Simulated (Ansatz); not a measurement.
BH₂S₂ (`S[B]S`) radical. The species carries charge 0 and has multiplicity 2. All single points use the PBE0-D4/def2-TZVP geometry. It is one conformer, not always the lowest.

```xyz
5

S     0.156    1.358   -1.001
B     0.073   -0.387   -0.935
S    -0.097   -1.675    0.237
H     0.043    1.657    0.317
H    -0.175   -0.953    1.382
```

Question: What is the dipole moment at ωB97M-V/def2-TZVPP? (Estimate.)

Answer: Ansatz gave: 1.92 D, with components (-0.14, 0.73, 1.77) D in this frame, pointing from negative to positive charge.

Question: And with PBE, r2SCAN, B3LYP? (An estimate is asked.)

Answer: Computed: PBE 1.92 D, r2SCAN 1.93 D, B3LYP 1.87 D.

Question: Give the Mulliken charges with ωB97M-V, B3LYP, PBE in def2-TZVPP. (Estimate.)

Answer: Computed: 
```json
{"atom": "S1", "ωB97M-V": "-0.09", "B3LYP": "-0.10", "PBE": "-0.10"}
{"atom": "B2", "ωB97M-V": "0.00", "B3LYP": "0.05", "PBE": "0.03"}
{"atom": "S3", "ωB97M-V": "-0.09", "B3LYP": "-0.10", "PBE": "-0.10"}
{"atom": "H4", "ωB97M-V": "0.09", "B3LYP": "0.08", "PBE": "0.09"}
{"atom": "H5", "ωB97M-V": "0.09", "B3LYP": "0.08", "PBE": "0.09"}
```

B3LYP here is the variant with VWN-RPA as its local correlation; programs differ in this.
